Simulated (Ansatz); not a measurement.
# B₂H (quartet): the correlation ladder at distance B1–H3 = 1.907 Å, 6-31G

Aim: climb from Hartree-Fock through coupled cluster and multireference methods for B₂H (quartet) at one geometry and basis, and see what each rung misses.

Method: 6-31G, core rule «outside noble gas», up to 2 orbitals frozen; program: Ansatz 0.2.0, Gaussian basis.

The runs, in order: UHF; CCSD(T) on ROHF; CCSD(T) on UHF; BCCD(T) on ROHF; CISD; CCSDT(Q) on ROHF; CCSDT(Q) on UHF; CISDTQ; CCSDTQ on ROHF; CCSDTQ on UHF; CASSCF and MRCISD+Q, 5 electrons in 5 orbitals; CASSCF and NEVPT2, 5 electrons in 5 orbitals; CASSCF and MRCISD+Q, 7 electrons in 9 orbitals; CASSCF and NEVPT2, 7 electrons in 9 orbitals; Full CI.

24 further runs of the same task are left out: 2 for a known fault of the program, 17 that didn't finish, 5 set aside as unsound or not needed.

## Step 1: What is computed

The geometry derives from a PBE0/def2-TZVP stationary point (not a proven minimum). One bond is set to the value named and the two fragments are kept rigid.

3 atoms, charge 0, spin multiplicity 4.

Atoms are counted from 1 here; the program's logs count them from 0.

Bond lengths: B1–B2 1.520 Å.

## Step 2: UHF

The input, in.yaml:

```yaml
crystal:
  periodic: [false, false, false]
  atoms:
    - {symbol: B, position_ang: [0.000000, 0.000000, -0.128858]}
    - {symbol: B, position_ang: [0.000000, 0.000000, -1.649285]}
    - {symbol: H, position_ang: [0.000000, 0.000000, 1.778142]}
basis:
  gaussian: {orbitals: 6-31G}
magnetization: {spin_polarized: true, initial_magnetization: 3}
hamiltonian: {xc: hf}
output: {orbitals: {seedname: orbitals}}
```

Run with:

```
ansatz run in.yaml --threads 1 --pin off --events-out ev --progress --plain --max-ram 2393MiB
```

Further steps of the session: CCSD(T) on ROHF; CCSD(T) on UHF; BCCD(T) on ROHF; CISD; CCSDT(Q) on ROHF; CCSDT(Q) on UHF; CISDTQ; CCSDTQ on ROHF; CCSDTQ on UHF; CASSCF and MRCISD+Q, 5 electrons in 5 orbitals; CASSCF and NEVPT2, 5 electrons in 5 orbitals; CASSCF and MRCISD+Q, 7 electrons in 9 orbitals; CASSCF and NEVPT2, 7 electrons in 9 orbitals; Full CI.

**Question.** What will the summary of the whole plan be? Wanted: FCI below the RHF energy; RMP2 from FCI; UMP2 from FCI; RCCSD from FCI; RCCSD(T) from FCI; UCCSD(T) from FCI; RCCSDT(Q) from FCI; UCCSDT(Q) from FCI; NEVPT2 pair from FCI.

**Answer**, as computed:

```
                         quantity                                                                                                                               value
         FCI below the RHF energy                                                                                                                          -3.1011 eV
                    RMP2 from FCI                                                                                                                        +97.4 kJ/mol
                    UMP2 from FCI                                                                                                                       +107.2 kJ/mol
                   RCCSD from FCI                                                                                                                        +13.2 kJ/mol
                RCCSD(T) from FCI                                                                                                                         +4.1 kJ/mol
                UCCSD(T) from FCI                                                                                                                         +5.0 kJ/mol
               RCCSDT(Q) from FCI                                                                                                                         +0.2 kJ/mol
               UCCSDT(Q) from FCI                                                                                                                         +0.1 kJ/mol
             NEVPT2 pair from FCI                                                                                                                        +62.0 kJ/mol
           MRCISD+Q pair from FCI                                                                                                                         +2.1 kJ/mol
          NEVPT2 valence from FCI                                                                                                                        +17.4 kJ/mol
levels within 1 kcal/mol (43 meV)  RCCSD(T), BCCD(T), RCCSDT, UCCSDT, CISDTQ, RCCSDT(Q), UCCSDT(Q), RCCSDTQ, UCCSDTQ, MRCISD+Q pair, MRCISD valence, MRCISD+Q valence
                    T1 diagnostic                                                                                                                               0.032
   effectively unpaired electrons                                                                                                                                3.16
```

RCCSD(T) misses by +4.1 kJ/mol, 1.4 % of the correlation energy. One determinant dominates. Of the multireference levels listed MRCISD+Q valence comes nearest in total energy (+0.5 kJ/mol), which doesn't show that its space is the better one. These misses are within one basis, not against nature; the frozen cores of restricted and unrestricted runs differ, which can shift their rows.
